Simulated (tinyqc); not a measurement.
Inside a calculation. Method: geometry optimisation on the RHF/sto-3g surface (energies and gradients from PySCF), for BH3, spin multiplicity 1. Computed by tinyqc, a small Python program that keeps every step (integrals from PySCF). Settings: charge = 0, multiplicity = 1, basis = sto-3g, optimiser = bfgs, first Hessian = 0.6, largest step = 0.5, iteration cap = 30. Command: `OMP_NUM_THREADS=1 python tinyqc.py 23631 23632 out.jsonl` (the two numbers bound the seeds that draw the settings). One thread of a shared host (Intel(R) Xeon(R) Processor @ 2.60GHz), about 0.9 s of CPU time with the checks.

## Step 1: energy and gradient

positions at the start (bohr):
```
,x,y,z
1B,-0.017008,0.024566,0.088817
2H,2.243105,-0.085038,0.062361
3H,-1.079034,1.778232,-0.062361
4H,-1.033680,-1.778232,0.052912
```

Self-consistent energy and analytic gradient at these positions.

energy = -26.06194499 hartree

gradient (hartree/bohr):
```
,x,y,z
1B,-0.07797867,0.01601427,0.00734813
2H,0.02489609,-0.00791956,-0.00396389
3H,0.02563757,-0.05341661,0.00003428
4H,0.02744501,0.04532190,-0.00341852
```

## Step 1: move

Quasi-Newton step p = -H^(-1) g (first H = 0.6 times the unit matrix); steps longer than 0.5 bohr are cut back.

positions after step 1 (bohr):
```
,x,y,z
1B,0.112957,-0.002124,0.076570
2H,2.201611,-0.071838,0.068967
3H,-1.121763,1.867260,-0.062418
4H,-1.079422,-1.853769,0.058610
```

## Step 2: energy and gradient

As before.

energy = -26.06671510 hartree

gradient (hartree/bohr):
```
,x,y,z
1B,0.06777838,-0.00749961,0.00961273
2H,-0.04212149,-0.00307623,-0.00261285
3H,-0.01878135,0.00959919,-0.00388921
4H,-0.00687554,0.00097665,-0.00311067
```

## Step 2: move

inverse Hessian in use (bohr^2/hartree), lower triangle:
```
,1,2,3,4,5,6,7,8,9,10,11,12
1,1.160749
2,0.063970,1.661729
3,-0.051838,0.014408,1.680929
4,0.288914,-0.046585,0.004546,1.533754
5,0.010565,-0.006225,-0.011102,0.009565,1.674031
6,0.011963,-0.004486,-0.006186,0.002656,0.004364,1.669190
7,0.144549,-0.016558,0.019096,-0.088033,-0.005686,-0.005040,1.626305
8,-0.117492,-0.003223,-0.057096,0.124776,0.030502,0.019839,0.023706,1.743099
9,0.024227,-0.004958,-0.002239,-0.007791,0.002433,0.001215,-0.007956,0.016495,1.666645
10,0.072455,-0.000827,0.028196,-0.067968,-0.014444,-0.009579,-0.016154,-0.030990,-0.008480,1.678334
11,0.042957,0.014385,0.053789,-0.087755,-0.031641,-0.019716,-0.001462,-0.103711,-0.013970,0.046260,1.787634
12,0.015649,-0.004964,-0.005837,0.000589,0.004305,0.002447,-0.006100,0.020762,0.001045,-0.010137,-0.020103,1.669011
```

Quasi-Newton step p = -H^(-1) g (the inverse Hessian comes from BFGS updates; coordinates in the order x, y, z of each atom); steps longer than 0.5 bohr are cut back.

positions after step 2 (bohr):
```
,x,y,z
1B,0.051936,0.003536,0.065196
2H,2.243015,-0.067376,0.072350
3H,-1.105450,1.864879,-0.058261
4H,-1.076119,-1.861511,0.062444
```

## Step 3: energy and gradient

As before.

energy = -26.07010875 hartree

gradient (hartree/bohr):
```
,x,y,z
1B,0.00476630,0.00074290,0.00634022
2H,0.00055842,-0.00420636,-0.00194448
3H,-0.00615735,-0.00238697,-0.00217039
4H,0.00083262,0.00585042,-0.00222535
```

## Step 3: move

inverse Hessian in use (bohr^2/hartree), lower triangle:
```
,1,2,3,4,5,6,7,8,9,10,11,12
1,1.238901
2,0.080554,1.657980
3,0.065007,0.008012,1.721774
4,0.289816,-0.062841,-0.064683,1.496549
5,-0.066782,-0.000793,-0.033000,0.058102,1.684927
6,-0.024506,-0.002425,-0.018653,0.024412,0.011001,1.672993
7,0.041760,-0.013395,-0.027407,-0.032706,0.020981,0.009248,1.675678
8,-0.178659,0.003381,-0.064507,0.168383,0.032181,0.021975,0.036863,1.738207
9,-0.014875,-0.002955,-0.016496,0.015066,0.010173,0.005572,0.008078,0.019345,1.671611
10,0.096190,-0.004319,0.027084,-0.086992,-0.012302,-0.009154,-0.018066,-0.026587,-0.008269,1.675536
11,0.164887,0.006099,0.089495,-0.163645,-0.049647,-0.030552,-0.044450,-0.107102,-0.026564,0.043208,1.817317
12,-0.025626,-0.002633,-0.019958,0.025205,0.011825,0.006755,0.010081,0.023187,0.005980,-0.009660,-0.032379,1.673890
```

As before.

positions after step 3 (bohr):
```
,x,y,z
1B,0.043766,0.001778,0.052876
2H,2.242866,-0.059216,0.076195
3H,-1.094620,1.871340,-0.054138
4H,-1.078628,-1.874373,0.066797
```

## Convergence

Stop when the largest gradient component is below 3e-5 hartree/bohr. The inverse Hessian follows the BFGS update with s = step, y = change of gradient.

Course of the optimisation:
```
step,E (hartree),largest gradient (hartree/bohr)
1,-26.06194499,7.80e-02
2,-26.06671510,6.78e-02
3,-26.07010875,6.34e-03
4,-26.07037978,4.16e-03
5,-26.07064470,4.46e-03
6,-26.07068208,1.80e-03
7,-26.07069848,1.12e-03
8,-26.07070220,4.66e-04
9,-26.07070335,1.90e-04
10,-26.07070345,3.04e-05
11,-26.07070345,6.75e-06
```

Final distances (angstrom):
```
pair,distance
2H-1B,1.159948
3H-1B,1.159952
3H-2H,2.009100
4H-1B,1.159946
4H-2H,2.009053
4H-3H,2.009118
```

Converged in 11 steps.
